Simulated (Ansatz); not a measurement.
We consider 1T (CdI2-type) VSe₂ (undistorted form, which takes a superstructure on cooling), described by rVV10 (Ansatz, a program for electronic structure, PAW).

Settings: plane-wave cutoff 520 eV, 18×18×10 k mesh (along the axes of the cell as run), Fermi–Dirac smearing 0.05 eV, spin-polarised with parallel moments, scalar-relativistic PAW data made under PBE.

Cell (relaxed at this level):

```yaml
crystal:
  lattice:
    - [3.41207, 0.00000, 0.00000]
    - [-1.70604, 2.95494, 0.00000]
    - [0.00000, 0.00000, 6.18534]
  atoms:
    - { symbol: V, position: [0.00000, 0.00000, 0.00000], spin: 2.0 }
    - { symbol: Se, position: [0.33333, 0.66667, 0.25383] }
    - { symbol: Se, position: [0.66667, 0.33333, 0.74617] }
```

Q: Estimate the bulk modulus B0 and pressure derivative B′ of the bulk modulus that the calculation returns.

A: 
bulk modulus B0: 35.3 GPa
pressure derivative B′ of the bulk modulus: 9.0

The run finds no gap.

Note: the magnetic order was assumed, not searched for or taken from measurement; the moments ended far under their starting size, a low-moment state that need not be the lowest; the bulk modulus comes from volumes at which shape and atoms were relaxed.

Spins in the cell block are starting values.

Cost on a shared machine: very roughly 40 core-minutes.
